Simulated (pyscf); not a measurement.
Thermochemistry of product channels of F–Mo(F)(F)–F (SMILES [F][Mo]([F])([F])[F]) [singlet] + H₂O (SMILES O) on the singlet surface, in eV, from ωB97M-D3(BJ)/def2-TZVP energies (ideal gas, 1 atm, RRHO with modes under 100 cm⁻¹ raised to 100, one conformer, R ln 2 for chiral ones without a mode under 150 cm⁻¹). Structures and frequencies: ωB97X-D3(BJ)/def2-SVP in PySCF.

```
products                                                                     ΔE  ΔH(298 K)  ΔG(600 K)  ΔG(900 K)
------------------------------------------------------------------------  -----  ---------  ---------  ---------
HO–MoH(F)(F)(F)–F (SMILES [OH][MoH]([F])([F])([F])[F])                    +0.17      +0.18      +1.15      +1.62
O=Mo(F)(F)(F)–F (SMILES [O]=[Mo]([F])([F])([F])[F]) + H₂ (SMILES [H][H])    [?]      -1.17      -0.88      -0.76
```

### Question
Complete the blanks.

### Answer

- O=Mo(F)(F)(F)–F (SMILES [O]=[Mo]([F])([F])([F])[F]) + H₂ (SMILES [H][H]), ΔE: -0.99

These are energies of the channels, which say nothing of barriers. F–Mo(F)(F)–F [singlet] is an excited spin state, 0.63 eV over the triplet at ωB97X-D3(BJ)/def2-TZVP. A restricted singlet here is unstable towards spin polarisation, as is usual where a triplet lies low; its energy is less safe. Elements past Kr carry the def2 core potentials, without spin-orbit coupling.
